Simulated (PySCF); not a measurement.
# Atomic charges against the basis set

Nitrogen trifluoride, NF₃.
Bonds: F1–N2, N2–F3, N2–F4.

PBE0 throughout (PySCF), one geometry, spherical d and f functions. Isolated species at its PBE0-D3(BJ)/def2-SVP geometry, gas phase. Atoms taken as equivalent share a column and are averaged.

Mulliken charges (e):

| basis | functions | F1/F3/F4 | N2 |
| --- | --- | --- | --- |
| pcSseg-0 | 36 | -0.211 | +0.632 |
| cc-pVDZ | 56 | -0.135 | +0.404 |
| aug-cc-pVDZ | 92 | -0.340 | +1.021 |
| cc-pVTZ | 120 | -0.110 | +0.329 |
| IGLO-III | 140 | -0.024 | +0.071 |
| pcSseg-3 | 288 | -0.119 | +0.356 |

IAO charges (e):

```csv
basis,functions,F1/F3/F4,N2
pcSseg-0,36,-0.148,+0.443
cc-pVDZ,56,-0.170,+0.509
aug-cc-pVDZ,92,-0.176,+0.529
cc-pVTZ,120,-0.177,+0.532
IGLO-III,140,-0.176,+0.529
pcSseg-3,288,-0.179,+0.536
```

Hirshfeld charges (e):

```csv
basis,functions,F1/F3/F4,N2
pcSseg-0,36,-0.060,+0.181
cc-pVDZ,56,-0.061,+0.183
aug-cc-pVDZ,92,-0.061,+0.184
cc-pVTZ,120,-0.060,+0.179
IGLO-III,140,-0.060,+0.180
pcSseg-3,288,-0.059,+0.178
```

ESP-fitted charges (e):

```tsv
basis	functions	F1/F3/F4	N2
pcSseg-0	36	-0.013	+0.038
cc-pVDZ	56	-0.013	+0.040
aug-cc-pVDZ	92	-0.018	+0.055
cc-pVTZ	120	-0.011	+0.033
IGLO-III	140	-0.014	+0.042
pcSseg-3	288	-0.017	+0.051
```

Question: Which scheme is steadiest as the basis changes?

Answer: Largest range over the bases for any column: Hirshfeld 0.01 e, ESP-fitted 0.02 e, IAO 0.09 e, Mulliken 0.95 e. Hirshfeld charges move least and Mulliken charges most, counted in e.

Question: How much do the charges still move between the two largest bases, IGLO-III and pcSseg-3?

Answer: At most, over all atoms: Mulliken 0.285 e, IAO 0.007 e, Hirshfeld 0.002 e, ESP-fitted 0.009 e.

Question: What do the same runs give for the total energy, the frontier levels and the dipole moment?

Answer: 
| basis | energy (Eh) | HOMO (eV) | LUMO (eV) | μ (D) |
| --- | --- | --- | --- | --- |
| pcSseg-0 | -352.8876 | -9.97 | 0.82 | 0.07 |
| cc-pVDZ | -353.7613 | -9.72 | 1.52 | 0.09 |
| aug-cc-pVDZ | -353.8015 | -10.19 | 0.65 | 0.15 |
| cc-pVTZ | -353.8831 | -9.97 | 1.28 | 0.08 |
| IGLO-III | -353.9080 | -10.15 | 0.90 | 0.11 |
| pcSseg-3 | -353.9260 | -10.17 | 0.85 | 0.14 |
